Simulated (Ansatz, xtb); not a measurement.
# C3H3F: 5 structures ranked

5 gas-phase structures of C3H3F, found in a search over its isomers (lower ones may exist). Each was relaxed with GFN2-xTB:

A. `CC#CF`, a singlet
B. `C=C=CF`, a singlet
C. `FC1=CC1`, a singlet
D. `FC1C=C1`, a singlet
E. `C#CCF`, a singlet

Task: Estimate their order in r2SCAN-D4/def2-SVP//GFN2-xTB energy at these geometries, lowest first.

Result: Calculated order at r2SCAN-D4/def2-SVP//GFN2-xTB: B (0.0), E (5.4), D (9.1), A (10.4), C (18.1) kcal/mol.

Energies above the lowest of each column, in kcal/mol; the last columns are at r2SCAN-D4/def2-SVP geometries (a dash: not run or not comparable):

```
structure  GFN2-xTB  HF/STO-3G  r2SCAN-D4/def2-SVP//GFN2-xTB  r2SCAN-D4/def2-SVP  CCSD(T)/def2-TZVP
        B       3.5       13.6                           0.0                 0.0                0.4
        E       1.8        5.3                           5.4                 5.2                0.0
        D      14.9       22.7                           9.1                 9.0               11.0
        A       0.0        0.0                          10.4                10.5                  –
        C      20.1       22.8                          18.1                18.0                  –
```

CCSD(T)/def2-TZVP puts E lowest of those it was run on, with B within 1 kcal/mol; GFN2-xTB picks A, HF/STO-3G picks A. CCSD(T)/def2-TZVP orders those it was run on as E (0.0), B (0.4), D (11.0) kcal/mol. Less than 1 kcal/mol parts E and B, so the order within that pair means little. Frequencies (r2SCAN-D4/def2-SVP) were run for B, D, E alone.

Over these structures GFN2-xTB departs from r2SCAN-D4/def2-SVP//GFN2-xTB by 5.2 kcal/mol on average once a common shift is removed. A GFN2-xTB relaxation took about 0.2 s and the r2SCAN-D4/def2-SVP//GFN2-xTB energy about 3.3 s on a shared host (Ansatz 0.2.0, xtb 6.7.1).
